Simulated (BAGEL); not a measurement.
**SiNH4F (SMILES N[SiH2]F), step by step**

We compute the energy (HF/def2-SVP), then a single-point energy (NEVPT2(2,2)/def2-SVP), then the energy (CASPT2(2,2)/def2-SVP) of SiNH4F. 

The calculation is run with BAGEL 1.2.2.

2 further runs of the same task are left out: 2 set aside as unsound or not needed.

**1. The system as given**

SiNH4F has 7 atoms, charge 0, and is taken as a singlet. SMILES: `N[SiH2]F`. The N1–H5 distance was set to 2.818 Å, away from the relaxed value. At this shape a bond of the SMILES string is far longer than usual.

Bond lengths: N1–Si2 1.696 Å, Si2–F3 1.605 Å, N1–H4 1.006 Å, Si2–H6 1.479 Å, Si2–H7 1.479 Å. Angles: N1–Si2–F3 114.6°, N1–Si2–H6 108.3°, N1–Si2–H7 108.3°, F3–Si2–H6 105.8°, F3–Si2–H7 105.8°, Si2–N1–H4 122.0°, H6–Si2–H7 114.0°.

**2. A single-point energy at HF/def2-SVP (density fitting with svp-jkfit) (run 1)**

File input.json:

```json
{ "bagel" : [

{
  "title" : "molecule",
  "basis" : "svp",
  "df_basis" : "svp-jkfit",
  "angstrom" : "false",
  "geometry" : [
    { "atom" : "N", "xyz" : [  1.69274485,  0.04705418, -2.42913144 ] },
    { "atom" : "Si", "xyz" : [  4.13540484, -0.81220429, -0.54205093 ] },
    { "atom" : "F", "xyz" : [  4.10516922, -3.71898101,  0.32042007 ] },
    { "atom" : "H", "xyz" : [  1.64531273, -0.39495276, -4.27803948 ] },
    { "atom" : "H", "xyz" : [ -3.17889729,  0.97037436, -0.48830523 ] },
    { "atom" : "H", "xyz" : [  3.99329744,  0.68426983,  1.81500446 ] },
    { "atom" : "H", "xyz" : [  6.51324722, -0.46506160, -1.97011696 ] }
  ]
},
{ "title" : "hf" },
{ "title" : "print", "file" : "orbitals.molden", "orbitals" : "true" }

]}
```

The run is started by

```
$ BAGEL_NUM_THREADS=1 BAGEL input.json > input.out
```

Log:

```text
* using 1 threads per process

  ===============================================================
  ===============================================================

  *** Geometry ***

  { "atom" : "N", "xyz" : [      1.692745,      0.047054,     -2.429131 ] },
  { "atom" : "Si", "xyz" : [      4.135405,     -0.812204,     -0.542051 ] },
  { "atom" : "F", "xyz" : [      4.105169,     -3.718981,      0.320420 ] },
  { "atom" : "H", "xyz" : [      1.645313,     -0.394953,     -4.278039 ] },
  { "atom" : "H", "xyz" : [     -3.178897,      0.970374,     -0.488305 ] },
  { "atom" : "H", "xyz" : [      3.993297,      0.684270,      1.815004 ] },
  { "atom" : "H", "xyz" : [      6.513247,     -0.465062,     -1.970117 ] },

  Number of auxiliary basis functions:      354

  Since a DF basis is specified, we compute 2- and 3-index integrals:
    o Being stored without compression. Storage requirement is 0.012 GB

  Number of basis functions:       66
  Number of electrons      :       34

    * METHOD: MOLECULE                             0.07

  *** RHF ***

  === Nuclear Repulsion ===
   114.2940413989

      * DIIS with orbital gradients will be used.

  === RHF iteration (svp) ===
      0       -444.30866416          0.02821690           0.01
      1       -444.01252566          0.03675351           0.01
      2       -444.61747853          0.01102429           0.01
      3       -444.69428838          0.00429496           0.01
      4       -444.69948744          0.00363166           0.01
      5       -444.70369976          0.00223801           0.01
      6       -444.70691933          0.00041046           0.01
      7       -444.70727480          0.00035393           0.01
      8       -444.70759396          0.00029369           0.01
      9       -444.70829712          0.00026288           0.01
     10       -444.70838312          0.00014827           0.01
     11       -444.70841890          0.00007663           0.01
     12       -444.70844265          0.00010056           0.01
     13       -444.70845025          0.00000636           0.01
     14       -444.70845030          0.00000244           0.01
     15       -444.70845031          0.00000118           0.01
     16       -444.70845031          0.00000011           0.01
     17       -444.70845031          0.00000006           0.01
     18       -444.70845031          0.00000002           0.01
     19       -444.70845031          0.00000001           0.01
    * SCF iteration converged.

    * Permanent dipole moment:
           (    0.240322,    -0.384889,     0.508918) a.u.

    * METHOD: HF                                   0.31

    * METHOD: PRINT                                0.01

  ===============================================================
```

It took 0.58 s on 1 thread of AMD EPYC 9R45 (Zen 5), shared host; peak memory 0.14 GiB.

**3. The energy at NEVPT2(2,2)/def2-SVP (density fitting with svp-jkfit) (run 2)**

File nevpt2.json:

```json
{ "bagel": [

{
  "title": "molecule",
  "basis": "svp",
  "df_basis": "svp-jkfit",
  "angstrom": false,
  "geometry": [
    { "atom": "N", "xyz": [  1.69274485,  0.04705418, -2.42913144 ] },
    { "atom": "Si", "xyz": [  4.13540484, -0.81220429, -0.54205093 ] },
    { "atom": "F", "xyz": [  4.10516922, -3.71898101,  0.32042007 ] },
    { "atom": "H", "xyz": [  1.64531273, -0.39495276, -4.27803948 ] },
    { "atom": "H", "xyz": [ -3.17889729,  0.97037436, -0.48830523 ] },
    { "atom": "H", "xyz": [  3.99329744,  0.68426983,  1.81500446 ] },
    { "atom": "H", "xyz": [  6.51324722, -0.46506160, -1.97011696 ] }
  ]
},
{ "title": "hf" },
{ "title": "casscf", "nstate": 1, "nact": 2, "nclosed": 16, "nspin": 0, "active": [17, 18], "maxiter": 200, "natocc": true },
{
  "title": "nevpt2",
  "nstate": 1,
  "nact": 2,
  "nclosed": 16,
  "nspin": 0,
  "active": [17, 18],
  "maxiter": 200,
  "natocc": true,
  "ncore": 7
},
{ "title": "print", "file": "orbitals.molden", "orbitals": true }

]}
```

The run is started by

```
$ BAGEL_NUM_THREADS=1 BAGEL nevpt2.json > nevpt2.out
```

Log:

```text
* using 1 threads per process

  ===============================================================
  ===============================================================

  *** Geometry ***

  { "atom" : "N", "xyz" : [      1.692745,      0.047054,     -2.429131 ] },
  { "atom" : "Si", "xyz" : [      4.135405,     -0.812204,     -0.542051 ] },
  { "atom" : "F", "xyz" : [      4.105169,     -3.718981,      0.320420 ] },
  { "atom" : "H", "xyz" : [      1.645313,     -0.394953,     -4.278039 ] },
  { "atom" : "H", "xyz" : [     -3.178897,      0.970374,     -0.488305 ] },
  { "atom" : "H", "xyz" : [      3.993297,      0.684270,      1.815004 ] },
  { "atom" : "H", "xyz" : [      6.513247,     -0.465062,     -1.970117 ] },

  Number of auxiliary basis functions:      354

[... 21 lines left out ...]
    * SCF iteration converged.
[... 1 line left out ...]
    * Permanent dipole moment:
[... 27 lines left out ...]
    * Second-order optimization converged. *
[... 1 line left out ...]
     guess   0:   closed 1.                   open ..

  === FCI iteration ===

      0  0      -444.67677835     1.12e-01      0.00
      1  0      -444.86650076     1.79e-02      0.00
      2  0 *    -444.86947395     4.74e-16      0.00

     * ci vector, state   0, <S^2> = 0.0000
       2.     0.7561056786
       .2    -0.6544495418

    * METHOD: CASSCF                               1.09

    * freezing 7 orbitals

  === DF-NEVPT2 calculation ===

    * 3-index integral transformation done
    * assembly done

      NEVPT2 correlation energy:   -0.4171251903      0.05

          (+0)     -0.3643962931
          (+0)'    -0.0077518770
          (+1)     -0.0087128344
          (+1)'    -0.0000000000
          (+2)     -0.0000197582
          (-1)     -0.0361460905
          (-1)'     0.0000000000
          (-2)     -0.0000983372

      NEVPT2 total energy:       -445.2865991354

    * METHOD: NEVPT2                               0.08

    * METHOD: PRINT                                0.01

  ===============================================================
```

It took 1.8 s on 1 thread of AMD EPYC 9R45 (Zen 5), shared host; peak memory 0.14 GiB.

**4. The energy at CASPT2(2,2)/def2-SVP (density fitting with svp-jkfit) (run 3)**

File calc.json:

```json
{ "bagel": [

{
  "title": "molecule",
  "basis": "svp",
  "df_basis": "svp-jkfit",
  "angstrom": false,
  "geometry": [
    { "atom": "N", "xyz": [     1.69274485,     0.04705418,    -2.42913144 ] },
    { "atom": "Si", "xyz": [     4.13540484,    -0.81220429,    -0.54205093 ] },
    { "atom": "F", "xyz": [     4.10516922,    -3.71898101,     0.32042007 ] },
    { "atom": "H", "xyz": [     1.64531273,    -0.39495276,    -4.27803948 ] },
    { "atom": "H", "xyz": [    -3.17889729,     0.97037436,    -0.48830523 ] },
    { "atom": "H", "xyz": [     3.99329744,     0.68426983,     1.81500446 ] },
    { "atom": "H", "xyz": [     6.51324722,    -0.46506160,    -1.97011696 ] }
  ]
},

{ "title": "hf" },

{ "title": "casscf", "nstate": 1, "nact": 2, "nclosed": 16, "active": [17, 18], "maxiter": 200, "natocc": true },

{ "title": "print", "file": "orbitals.molden", "orbitals": true },

{ "title": "smith", "method": "caspt2", "ms": true, "xms": true, "sssr": true, "shift": 0.2, "shift_imag": true, "ncore": 7 }

]}
```

The run is started by

```
$ BAGEL_NUM_THREADS=1 BAGEL calc.json > calc.out
```

Log:

```text
* using 1 threads per process

  ===============================================================
  ===============================================================

  *** Geometry ***

  { "atom" : "N", "xyz" : [      1.692745,      0.047054,     -2.429131 ] },
  { "atom" : "Si", "xyz" : [      4.135405,     -0.812204,     -0.542051 ] },
  { "atom" : "F", "xyz" : [      4.105169,     -3.718981,      0.320420 ] },
  { "atom" : "H", "xyz" : [      1.645313,     -0.394953,     -4.278039 ] },
  { "atom" : "H", "xyz" : [     -3.178897,      0.970374,     -0.488305 ] },
  { "atom" : "H", "xyz" : [      3.993297,      0.684270,      1.815004 ] },
  { "atom" : "H", "xyz" : [      6.513247,     -0.465062,     -1.970117 ] },

  Number of auxiliary basis functions:      354

[... 21 lines left out ...]
    * SCF iteration converged.
[... 1 line left out ...]
    * Permanent dipole moment:
[... 27 lines left out ...]
    * Second-order optimization converged. *
[... 9 lines left out ...]
     * ci vector, state   0, <S^2> = 0.0000
[... 16 lines left out ...]
    * Zeroth order energy : state  0       -0.3915762820
[... 4 lines left out ...]
       #      aibj      arbs      arbi      airj      risj      airs      arst      rist         Etot      error   time
[... 2 lines left out ...]
       0  -0.36319  -0.00013  -0.03970  -0.00969  -0.00003  -0.00773  -0.00000  -0.00000   -0.4204657  0.0005159   0.02
       1  -0.36320  -0.00013  -0.03975  -0.00969  -0.00003  -0.00775  -0.00000  -0.00000   -0.4205552  0.0000409   0.02
       2  -0.36320  -0.00013  -0.03975  -0.00969  -0.00003  -0.00775  -0.00000  -0.00000   -0.4205560  0.0000047   0.02
       3  -0.36320  -0.00013  -0.03975  -0.00969  -0.00003  -0.00775  -0.00000  -0.00000   -0.4205560  0.0000009   0.02

      ------------------------------------------------------------------------------------------------------------------

    * CASPT2 energy : state  0     -445.2916517079
        w/o shift correction       -445.2900299570
        reference weight              0.8949995469

    * METHOD: SMITH                                0.14

  ===============================================================
```

It took 1.9 s on 1 thread of AMD EPYC 9R45 (Zen 5), shared host; peak memory 0.14 GiB.

**5. What came out**

| quantity | value |
| --- | --- |
| run 1, HF/def2-SVP: total energy | -444.70845 Eh |
| run 1, HF/def2-SVP: dipole moment | 1.73 D |
| run 1, HF/def2-SVP: HOMO energy | -9.31 eV |
| run 1, HF/def2-SVP: LUMO energy | -2.86 eV |
| run 1, HF/def2-SVP: HOMO–LUMO gap | 6.45 eV |
| run 2, NEVPT2(2,2)/def2-SVP: total energy | -445.28660 Eh |
| run 3, CASPT2(2,2)/def2-SVP: total energy | -445.29165 Eh |

**Reading.** One bond (run 1, HF/def2-SVP) is far stretched, which a spin-restricted single reference describes badly; a broken-symmetry solution may lie lower.
